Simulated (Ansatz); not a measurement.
A nudged elastic band was laid between two geometries of C2H6N2 (10 atoms, charge 0, multiplicity 1).

Method: RKS PBE0-D4/def2-SVP (Ansatz 0.2.0).

- movable images: 7
- climbing image: yes
- spring: 5.0 eV/Å²
- optimiser: quadratic models (default)
- start path: through a guess of the saddle point
- force threshold: 0.05 eV/Å
- iteration limit: 60
- end points: relaxed

Image 0:

```xyz
10
Properties=species:S:1:pos:R:3
C -1.240 0.311 -0.401
C 0.009 -0.005 0.000
N 0.749 -1.068 -0.509
N 0.718 0.690 0.975
H -1.803 -0.354 -1.056
H -1.714 1.239 -0.079
H 1.206 -1.617 0.214
H 0.230 -1.656 -1.149
H 1.679 0.880 0.708
H 0.250 1.529 1.299
```

Image 8:

```xyz
10
Properties=species:S:1:pos:R:3
C -1.240 0.311 -0.401
C 0.009 -0.005 0.000
N 0.619 -1.233 -0.236
N 0.847 0.856 0.702
H -1.795 -0.343 -1.075
H -1.723 1.228 -0.060
H 1.576 -1.146 -0.566
H 0.077 -1.850 -0.828
H 1.310 0.408 1.488
H 0.402 1.723 0.978
```

(1) Which bonds break or form, and what moves?

(2) What energy profile does the band end with?

(3) What is the geometry of the highest image?

(4) What are the harmonic wavenumbers there?

The band took 19 iterations and of the order of 6 core-minutes.

Results:

(1) No bond is made or broken. The height of N3 over the plane of its neighbours goes from 0.31 to -0.31 Å. The two ends are copies of one structure, up to a mirror image or an exchange of like atoms.

(2) The forces met the threshold. The highest image is number 2 of 0 to 8, 12.2 kJ/mol above the ends, which have the same energy within 2 meV. A vibrational analysis at the climbing image gives one clearly imaginary mode, 139i cm⁻¹: a first-order saddle point.

```tsv
image	path coordinate (Å)	energy (kJ/mol)	height of N3 over the plane of its neighbours (Å)
0	0.00	0.0	0.31
1	0.52	9.1	0.18
2	1.05	12.2	-0.29
3	1.24	12.1	-0.30
4	1.44	11.6	-0.31
5	1.63	11.2	-0.31
6	1.83	9.3	-0.31
7	2.02	2.9	-0.31
8	2.22	0.0	-0.31
```

(3) 
```xyz
10
Properties=species:S:1:pos:R:3:forces:R:3
C -1.244 0.335 -0.437 0.01 -0.01 0.00
C -0.051 -0.047 0.071 -0.01 0.00 0.02
N 0.548 -1.266 -0.224 0.00 -0.01 -0.01
N 0.638 0.685 1.031 0.00 0.00 -0.01
H -1.789 -0.310 -1.125 0.00 0.00 0.00
H -1.721 1.259 -0.108 0.00 0.00 0.00
H 1.561 -1.257 -0.253 0.00 0.00 0.00
H 0.162 -1.721 -1.042 0.00 0.00 0.00
H 1.649 0.624 0.983 0.00 0.00 0.00
H 0.331 1.646 1.107 0.00 0.00 0.00
```

(4) 139i, 376, 460, 499, 533, 578, 671, 692, 736, 959, 973, 1092, 1161, 1422, 1458, 1623, 1641, 1749, 3192, 3293, 3596, 3598, 3708, 3710 cm⁻¹.

The run took 6.2 min on 1 thread of Arm Neoverse V1 (shared host), peak memory 0.16 GiB.
